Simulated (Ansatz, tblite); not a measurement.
# The cluster MnO2−: a ladder of methods and basis sets

How do method and basis change the picture of the cluster MnO2− (singlet)?

The runs use Ansatz 0.2.0, Gaussian basis; as each input shows.

The runs, in order: GFN1-xTB, GFN2-xTB, PBE-D4/def2-TZVPD, r2SCAN-D4/def2-TZVPD, B3LYP-D4/def2-TZVPD, HSE06-D4/def2-TZVPD, BHLYP-D4/def2-TZVPD, ωB97M-V/def2-TZVPD, HF/def2-TZVPD, PBE-D4/def2-SVPD, PBE0-D4/def2-SVPD, HF/6-31G, B3LYP-D4/6-31G, CCSD(T)/def2-TZVPPD, MP2/def2-TZVPD.

1 further run of the same task is left out (it didn't finish). Runs told in other sessions of the task aren't counted.

## Step 1: The structure

The singlet was relaxed beforehand with PBE0-D4/def2-TZVPD. At that level it is the lowest of the isomers that a small search found.

3 atoms, charge -1, spin multiplicity 1.

Bond lengths: Mn1–O2 1.588 Å, Mn1–O3 1.588 Å. Angles: O2–Mn1–O3 126.5°.

As a file:

```xyz
3
MnO2
Mn   -0.0962   -0.3585    0.2993
O    -0.9060   -0.3299   -1.0662
O     1.0022    0.6885    0.7669
```

No spin-orbit coupling is included. The ion is computed in the gas phase, without counter-ions or solvent.

PBE0-D4/def2-TZVPD was run before; its log isn't repeated, and its numbers join the tables.

## Step 2: GFN1-xTB

Tight binding, by tblite at 300 K electronic temperature and without a spin-polarisation term:

```python
tblite.interface.Calculator('GFN1-xTB', numbers, positions, charge=-1, uhf=0).singlepoint()
```

Energy -324.7612 eV, HOMO -3.97 eV, LUMO -3.00 eV; 0.003 s.

## Step 3: GFN2-xTB

Tight binding, by tblite at 300 K electronic temperature and without a spin-polarisation term:

```python
tblite.interface.Calculator('GFN2-xTB', numbers, positions, charge=-1, uhf=0).singlepoint()
```

Energy -303.8130 eV, HOMO -3.08 eV, LUMO -1.63 eV; 0.003 s.

## Step 4: PBE-D4/def2-TZVPD

start.molden holds the orbitals of an earlier run on this state, given as this run's starting guess.

Input file in.yaml:

```yaml
crystal:
  periodic: [false, false, false]
  atoms:
    - {symbol: Mn, position_ang: [-0.096161, -0.358549, 0.299287]}
    - {symbol: O, position_ang: [-0.906019, -0.329918, -1.066211]}
    - {symbol: O, position_ang: [1.002180, 0.688466, 0.766923]}
basis:
  gaussian: {orbitals: def2-TZVPD, initial_orbitals: start.molden}
total_charge: -1
hamiltonian: {xc: pbe, dispersion: d4}
scf: {omitted_lower_state_checks: [starts]}
output: {orbitals: {seedname: orbitals}}
```

The run is started by

```bash
> ansatz run in.yaml --threads 4 --pin off --events-out ev --progress --plain --max-ram 3916MiB
```

After this run come: r2SCAN-D4/def2-TZVPD; B3LYP-D4/def2-TZVPD; HSE06-D4/def2-TZVPD; BHLYP-D4/def2-TZVPD; ωB97M-V/def2-TZVPD; HF/def2-TZVPD; PBE-D4/def2-SVPD; PBE0-D4/def2-SVPD; HF/6-31G; B3LYP-D4/6-31G; CCSD(T)/def2-TZVPPD; MP2/def2-TZVPD.

Before running them: what should the planned runs give, taken together? Wanted: gap in def2-TZVPD, named functionals and Hartree-Fock, smallest and largest; correlation energy, CCSD(T)/def2-TZVPPD; correlation energy, MP2/def2-TZVPD; PBE0 total energy, smallest basis above largest.

**Answer**, as computed:

| quantity | value |
| --- | --- |
| gap in def2-TZVPD, named functionals and Hartree-Fock, smallest and largest | 0.37 eV (r2SCAN-D4), 9.02 eV (HF) |
| correlation energy, CCSD(T)/def2-TZVPPD | -33.40 eV |
| correlation energy, MP2/def2-TZVPD | -29.99 eV |
| PBE0 total energy, smallest basis above largest | 8.93 eV (def2-SVPD, def2-TZVPD) |

Over the named functionals and Hartree-Fock in def2-TZVPD the gap runs from 0.37 eV (r2SCAN-D4) to 9.02 eV (HF); exact exchange widens it. PBE-D4 leaves an empty level below a filled one, so this occupation isn't an aufbau state there; left out of the range. r2SCAN-D4, HSE06-D4 put the HOMO above zero; others here keep it below zero, so the sign hangs on the functional's self-interaction and doesn't show that the species is unbound. Notes on CCSD(T)/def2-TZVPPD and its Hartree-Fock reference, which MP2 shares: large T1 diagnostic, restricted state is unstable towards broken spin symmetry.
